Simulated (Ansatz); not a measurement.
## Which is lower?

Two relaxed structures of SiH3SO (charge +1), singlet (PBE0-D4/def2-TZVP; forces vanish, vibrations not checked).

A:

O1  (-1.312, -0.200, -0.958)
Si2  (0.105, 0.060, -0.331)
S3  (0.462, -0.075, 1.667)
H4  (-2.147, -0.439, -0.540)
H5  (1.128, 0.406, -1.321)
H6  (1.763, 0.247, 1.483)
(Å)

B:

```csv
atom,x (Å),y (Å),z (Å)
O1,0.2128,-0.1311,-0.3865
Si2,-1.4465,0.0110,-1.1572
S3,0.7378,-0.5542,1.2283
H4,-2.0652,-0.2303,0.1987
H5,0.9791,-0.0537,-0.9810
H6,0.8409,0.7285,1.6303
```

Ansatz 0.2.0; basis: def2-TZVPP; cores frozen in the correlated methods. B3LYP uses VWN-RPA correlation.

(1) Which structure is lower at CCSD(T), and by how much? (To be estimated.)

No T1 diagnostic of these runs exceeds 0.015. The restricted Hartree–Fock reference is unstable towards an unrestricted one at one or more of these structures.

Results:

(1) By the calculation: A, by 81.50 kcal/mol (electronic energy, against the other). By their contacts, A is SiH₃SO ([OH][SiH][SH]), total charge +1 and B is SiH₃SO ([SiH][OH][SH]), total charge +1.

All methods give the same order:

```tsv
method	E(B) − E(A) (kcal/mol)
PBE-D4	82.47
r2SCAN-D4	90.34
PBE0-D4	85.21
B3LYP-D4	80.60
wB97M-V	79.72
HF	83.30
MP2	88.08
CCSD	80.86
CCSD(T)	81.50
```

Labels in which every atom is bracketed show which atoms are joined, not bond orders.

For scale, one of the runs: CCSD(T)/def2-TZVPP, 157 basis functions, launched by `ansatz run in.yaml --threads 2 --pin off --events-out ev --progress --plain --max-ram 4352MiB`. Time: 13 s of wall clock on 2 CPU threads of an AMD EPYC 7R13; the host was shared. Peak host memory: 1 GiB.
